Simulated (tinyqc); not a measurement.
Coupled-perturbed Hartree-Fock on RHF in the sto-3g basis, for H2F+, spin multiplicity 1, step by step. One step of it, computed by the program tinyqc.

Problem. Response to a field: uncoupled start. Field along z; U_ai = -mu_ai / (e_a - e_i), alpha = -4 sum U_ai mu_ai.

orbital energies (hartree): MO1 -26.692471, MO2 -2.173190, MO3 -1.305037, MO4 -1.158883, MO5 -1.105971, MO6 0.085250, MO7 0.265521

dipole integrals <a|z|i> (bohr):
```
,i1,i2,i3,i4,i5
a6,-0.030627,0.102897,0.077360,0.365205,0.000000
a7,-0.004937,0.025293,-0.508530,0.032754,0.000000
```

Give: uncoupled U; uncoupled polarisability.

Solution.

uncoupled U:
```
,i1,i2,i3,i4,i5
a6,0.001,-0.046,-0.056,-0.294,0.000
a7,0.000,-0.010,0.324,-0.023,0.000
```

uncoupled polarisability = 1.128 bohr^3
